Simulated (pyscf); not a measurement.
H₂N–GaH–Cl (SMILES [NH2][GaH][Cl]) -> Cl–Ga (SMILES [Cl][Ga]) [singlet] + NH₃ (SMILES N), a 1,1-elimination (singlet surface; Ga–N, Ga–H broken, H–N formed). PySCF, gas phase, ωB97X-D3(BJ)/def2-SVP geometries. MP2 and CC: frozen core, UHF for open shells. ΔMP2 is the change of the MP2 total energy from the triple- to the quadruple-zeta basis. Energies in kcal/mol from the reactant's lowest minimum found.

AM1 to PM7: differences of heats of formation from MOPAC. 

Task: In single points PM3 puts the saddle at 5.9 kcal/mol and the reaction energy at -31.5 kcal/mol. Should these be trusted to within a few kcal/mol? Compare with CCSD(T)/def2-TZVPP + ΔMP2(QZVPP).

Result: CCSD(T)/def2-TZVPP + ΔMP2(QZVPP) gives ΔE‡ = 60.4 kcal/mol and ΔE = +9.9 kcal/mol. PM3 lies 54.5 kcal/mol under it in the barrier and 41.4 kcal/mol under it in the reaction energy, so on this step it does not hold to within 3.0 kcal/mol. CCSD(T)/def2-TZVPP + ΔMP2(QZVPP) has limits of its own. On the product side the descent ends in a bound adduct, 12.6 kcal/mol under the separated species and 66.4 kcal/mol under the saddle at ωB97X-D3(BJ)/def2-TZVP. At ωB97X-D3(BJ) the barrier from the zero used here is 65.4 kcal/mol. One saddle was located; it need not be the lowest between these sides. The CCSD(T) − MP2 part came from Ansatz, without density fitting, on the same reference. The frozen core leaves the outer d or s,p core shells of the metals and heavy elements correlated in the MP2 and CC values, and def2-TZVPP describes them poorly, which can shift differences by a few kcal/mol. In the def2 sets elements up to Kr have no core potential.
